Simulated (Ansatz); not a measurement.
C₂H₄S, SMILES `CC=S`. The species carries charge 0 and has multiplicity 1.

```xyz
7

C     0.156    0.405    0.515
C    -0.237   -0.515   -0.579
S     0.429   -0.593   -2.040
H     0.441   -0.174    1.401
H    -0.706    1.012    0.815
H     0.979    1.055    0.221
H    -1.061   -1.191   -0.334
```

(1) Give the diagnostics of a CCSD(T)/def2-TZVPP run (frozen core, Ansatz 0.2.0). (Estimate.)

Results:

(1) Ansatz gave: T1 = 0.0158, largest single amplitude 0.041, largest double 0.120, (T) share of the correlation energy 4.6 %, 10 CCSD cycles. The RHF solution is unstable towards an unrestricted one. T1 lies under the customary mark of 0.02 for closed shells.
